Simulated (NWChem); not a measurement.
# [BH3]− (SMILES [BH3-]): levels of theory compared

We compute a comparison of 5 runs (UHF/STO-3G, UHF/pcseg-1, U-r2SCAN/6-31G, UB3LYP/6-31G*, UM06-2X/6-31+G*) of [BH3]−. 

The results are computed with NWChem 7.3.0.

### 1 The molecule

The species is [BH3]− (4 atoms), meant as a doublet with charge -1. SMILES: `[BH3-]`. Geometry: relaxed at GFN2-xTB.

Bond lengths: B1–H2 1.254 Å, B1–H3 1.254 Å, B1–H4 1.254 Å. Angles: H2–B1–H3 111.5°, H2–B1–H4 111.5°, H3–B1–H4 111.5°.

### 2 Energy and gradient at UHF/STO-3G (run 1)

calc.nw reads:

```
start calc
memory 2200 mb
charge -1

geometry noautosym nocenter noautoz
   B      0.150430    -0.037330    -0.233800
   H      0.917080     0.452560     0.628490
   H     -0.279230    -1.161080     0.118390
   H     -0.788270     0.745860    -0.513080
end

basis spherical bse
   * library STO-3G
end

scf
   doublet
   uhf
   thresh 1e-08
   maxiter 80
   print low
end

task scf gradient
```

Launch:

```bash
$ nwchem calc.nw > calc.out
```

Standard output:

```text
[...]
  functions       =     8
[...]
  wavefunction    = UHF
[...]
         Total SCF energy =    -25.864577140350
      One electron energy =    -51.535799107719
      Two electron energy =     18.573870249425
 Nuclear repulsion energy =      7.097351717945
                       Sz =      0.5000
                 Sz(Sz+1) =      0.7500
                      S^2 =      0.7575
[...]
                         UHF ENERGY GRADIENTS
    atom               coordinates                        gradient
                 x          y          z           x          y          z
   1 B       0.284271  -0.070543  -0.441818    0.019870  -0.004919  -0.030501
   2 H       1.733030   0.855214   1.187674    0.022541   0.014837   0.026734
   3 H      -0.527668  -2.194123   0.223725   -0.013495  -0.033640   0.011393
   4 H      -1.489614   1.409471  -0.969581   -0.028916   0.023722  -0.007627
 Task  times  cpu:        0.0s     wall:        0.0s
 Total times  cpu:        0.1s     wall:        0.1s
```

It took 0.54 s on 1 thread of AMD EPYC 9R45 (Zen 5), shared host; peak memory 0.099 GiB.

### 3 Energy and gradient at UHF/pcseg-1 (run 2)

nw.xyz reads:

```xyz
4

B      0.150430    -0.037330    -0.233800
H      0.917080     0.452560     0.628490
H     -0.279230    -1.161080     0.118390
H     -0.788270     0.745860    -0.513080
```

run.py reads:

```python
from ase.io import read
from ase.calculators.nwchem import NWChem

molecule = read('nw.xyz')

calc = NWChem(
    label='nw',
    theory='scf',
    memory='2200 mb',
    basis='pcseg-1',
    basispar='spherical bse',
    charge=-1,
    scf={'nopen': '1', 'uhf': None, 'thresh': '1e-08', 'maxiter': '80'},
)
molecule.calc = calc

forces = molecule.get_forces()
e = molecule.get_potential_energy()
print(f"E = {e:.6f} eV")
print("forces (eV/A):")
for s, f in zip(molecule.symbols, forces):
    print(f"{s:2s} {f[0]:10.5f} {f[1]:10.5f} {f[2]:10.5f}")
```

Launch:

```bash
$ export ASE_NWCHEM_COMMAND="nwchem PREFIX.nwi > PREFIX.nwo"
$ python run.py
```

Standard output:

```text
E = -716.784654 eV
forces (eV/A):
B    -0.64278    0.16028    0.98535
H     0.00648   -0.14491   -0.44573
H     0.26158    0.19504   -0.33748
H     0.37466   -0.21042   -0.20219
```

The calculator wrote nw.nwi:

```
title "nw"

permanent_dir nw

scratch_dir nw

start nw

geometry units angstrom nocenter noautosym noautoz
  B  1.5043000000000001e-01 -3.7330000000000002e-02 -2.3380000000000001e-01
  H  9.1708000000000001e-01 4.5256000000000002e-01 6.2848999999999999e-01
  H  -2.7922999999999998e-01 -1.1610799999999999e+00 1.1839000000000000e-01
  H  -7.8827000000000003e-01 7.4585999999999997e-01 -5.1307999999999998e-01
end

charge -1

memory 2200 mb

basis spherical bse noprint
   * library pcseg-1
end

scf
  nopen 1
  uhf
  thresh 1e-08
  maxiter 80
end

task scf gradient
```

nw.nwo, shortened:

```text
[...]
      One electron energy =    -50.631407270180
[... 1 line left out ...]
 Nuclear repulsion energy =      7.097351717945
[... 27 lines left out ...]
          Final beta eigenvalues
[... 133 lines left out ...]
                     UHF Final Beta Molecular Orbital Analysis
[...]
  wavefunction    =   UHF
                         UHF ENERGY GRADIENTS
    atom               coordinates                        gradient
                 x          y          z           x          y          z
   1 B       0.284271  -0.070543  -0.441818    0.012500  -0.003117  -0.019162
   2 H       1.733030   0.855214   1.187674   -0.000126   0.002818   0.008668
   3 H      -0.527668  -2.194123   0.223725   -0.005087  -0.003793   0.006563
   4 H      -1.489614   1.409471  -0.969581   -0.007286   0.004092   0.003932
[...]
```

Wall time 1 s (1 thread of AMD EPYC 9R45 (Zen 5), shared host); peak memory 0.1 GiB.

### 4 Energy and gradient at U-r2SCAN/6-31G (run 3)

run.py reads:

```python
from ase import Atoms
from ase.calculators.nwchem import NWChem

system = Atoms(['B', 'H', 'H', 'H'], positions=[
    [0.150430, -0.037330, -0.233800],
    [0.917080, 0.452560, 0.628490],
    [-0.279230, -1.161080, 0.118390],
    [-0.788270, 0.745860, -0.513080],
])

calc = NWChem(
    label='a',
    theory='dft',
    memory='2200 mb',
    basis='6-31G',
    basispar='spherical bse',
    charge=-1,
    dft={'xc': 'r2scan', 'mult': '2', 'grid': 'xfine', 'convergence': 'energy 1e-08', 'iterations': '100', 'mulliken': None},
)
system.calc = calc

forces = system.get_forces()
print(f"energy = {system.get_potential_energy():.6f} eV")
print("forces (eV/A):")
for s, f in zip(system.symbols, forces):
    print(f"{s:2s} {f[0]:10.5f} {f[1]:10.5f} {f[2]:10.5f}")
```

Launch:

```bash
$ export ASE_NWCHEM_COMMAND="nwchem PREFIX.nwi > PREFIX.nwo"
$ python run.py
```

Standard output:

```text
energy = -722.223712 eV
forces (eV/A):
B    -0.51643    0.12912    0.78923
H     0.02304   -0.10788   -0.34694
H     0.20553    0.13452   -0.26966
H     0.28786   -0.15581   -0.17257
```

The calculator wrote a.nwi:

```
title "a"

permanent_dir a

scratch_dir a

start a

geometry units angstrom nocenter noautosym noautoz
  B  1.5043000000000001e-01 -3.7330000000000002e-02 -2.3380000000000001e-01
  H  9.1708000000000001e-01 4.5256000000000002e-01 6.2848999999999999e-01
  H  -2.7922999999999998e-01 -1.1610799999999999e+00 1.1839000000000000e-01
  H  -7.8827000000000003e-01 7.4585999999999997e-01 -5.1307999999999998e-01
end

charge -1

memory 2200 mb

basis spherical bse noprint
   * library 6-31G
end

dft
  xc r2scan
  mult 2
  grid xfine
  convergence energy 1e-08
  iterations 100
  mulliken
end

task dft gradient
```

a.nwo, shortened:

```text
[...]
      One electron energy =      -50.899559333833
[... 2 lines left out ...]
 Nuclear repulsion energy =        7.097351717945
[... 320 lines left out ...]
          Convergence on energy requested:  1.00D-08
[... 20 lines left out ...]
          Spatial weights used:  Erf1
[...]
  wavefunction    = open shell
                         DFT ENERGY GRADIENTS
    atom               coordinates                        gradient
                 x          y          z           x          y          z
   1 B       0.284271  -0.070543  -0.441818    0.010043  -0.002511  -0.015348
   2 H       1.733030   0.855214   1.187674   -0.000448   0.002098   0.006747
   3 H      -0.527668  -2.194123   0.223725   -0.003997  -0.002616   0.005244
   4 H      -1.489614   1.409471  -0.969581   -0.005598   0.003030   0.003356
[...]
```

Wall time 3.3 s (1 thread of AMD EPYC 9R45 (Zen 5), shared host); peak memory 0.12 GiB.

Run 4 isn't shown in full; the table further down has it.

### 5 Energy and forces at UM06-2X/6-31+G(d) (spherical functions) (run 5)

run.xyz reads:

```xyz
4

B      0.150430    -0.037330    -0.233800
H      0.917080     0.452560     0.628490
H     -0.279230    -1.161080     0.118390
H     -0.788270     0.745860    -0.513080
```

run.py reads:

```python
from ase.io import read
from ase.calculators.nwchem import NWChem

molecule = read('run.xyz')

calc = NWChem(
    label='run',
    theory='dft',
    memory='2200 mb',
    basis='6-31+G*',
    basispar='spherical bse',
    charge=-1,
    dft={'xc': 'm06-2x', 'mult': '2', 'grid': 'xfine', 'convergence': 'energy 1e-08', 'iterations': '100', 'mulliken': None},
)
molecule.calc = calc

forces = molecule.get_forces()
print(f"energy = {molecule.get_potential_energy():.6f} eV")
print("forces (eV/A):")
for s, f in zip(molecule.symbols, forces):
    print(f"{s:2s} {f[0]:10.5f} {f[1]:10.5f} {f[2]:10.5f}")
```

Launch:

```bash
$ export ASE_NWCHEM_COMMAND="nwchem PREFIX.nwi > PREFIX.nwo"
$ python run.py
```

Standard output:

```text
energy = -723.071111 eV
forces (eV/A):
B    -0.89973    0.22430    1.38588
H    -0.08541   -0.24719   -0.68042
H     0.38932    0.38957   -0.47843
H     0.59583   -0.36669   -0.22708
```

The calculator wrote run.nwi:

```
title "run"

permanent_dir run

scratch_dir run

start run

geometry units angstrom nocenter noautosym noautoz
  B  1.5043000000000001e-01 -3.7330000000000002e-02 -2.3380000000000001e-01
  H  9.1708000000000001e-01 4.5256000000000002e-01 6.2848999999999999e-01
  H  -2.7922999999999998e-01 -1.1610799999999999e+00 1.1839000000000000e-01
  H  -7.8827000000000003e-01 7.4585999999999997e-01 -5.1307999999999998e-01
end

charge -1

memory 2200 mb

basis spherical bse noprint
   * library 6-31+G*
end

dft
  xc m06-2x
  mult 2
  grid xfine
  convergence energy 1e-08
  iterations 100
  mulliken
end

task dft gradient
```

run.nwo, shortened:

```text
[...]
      One electron energy =      -50.532087303133
[... 2 lines left out ...]
 Nuclear repulsion energy =        7.097351717945
[... 456 lines left out ...]
          Convergence on energy requested:  1.00D-08
[... 21 lines left out ...]
          Spatial weights used:  Erf1
[...]
  wavefunction    = open shell
                         DFT ENERGY GRADIENTS
    atom               coordinates                        gradient
                 x          y          z           x          y          z
   1 B       0.284271  -0.070543  -0.441818    0.017497  -0.004362  -0.026951
   2 H       1.733030   0.855214   1.187674    0.001661   0.004807   0.013232
   3 H      -0.527668  -2.194123   0.223725   -0.007571  -0.007576   0.009304
   4 H      -1.489614   1.409471  -0.969581   -0.011587   0.007131   0.004416
[...]
```

Wall time 7.8 s (1 thread of AMD EPYC 9R45 (Zen 5), shared host); peak memory 0.12 GiB.

### 6 Overview of the runs

```tsv
run	level	iteration cap	module	energy (Eh)	⟨S²⟩	largest force (eV/Å)	wall time
1	UHF/STO-3G	80	scf	-25.864577	0.757	1.963	0.54 s
2	UHF/pcseg-1	80	scf	-26.341350	0.756	1.187	1 s
3	U-r2SCAN/6-31G	100	dft	-26.541232	0.755	0.952	3.3 s
4	UB3LYP/6-31G* (spherical functions)	100	dft	-26.573782	0.752	0.942	2.6 s
5	UM06-2X/6-31+G* (spherical functions)	100	dft	-26.572373	0.754	1.667	7.8 s
```

### 7 Outcome

| quantity | value |
| --- | --- |
| run 5: total energy | -26.57237 Eh |
| run 5: HOMO energy (highest over α and β) | 0.77 eV |
| run 5: LUMO energy (lowest over α and β) | 2.96 eV |
| run 5: ⟨S²⟩ | 0.754 |
| run 5: largest force on an atom | 1.667 eV/Å |

Totals of different functionals can't be ranked against each other. In runs 3, 4, 5 the HOMO lies above zero, so the outermost electron may be held by the basis alone. In run 1 the basis is minimal, so the values are rough. All runs together took 15 s, the longest 7.8 s.
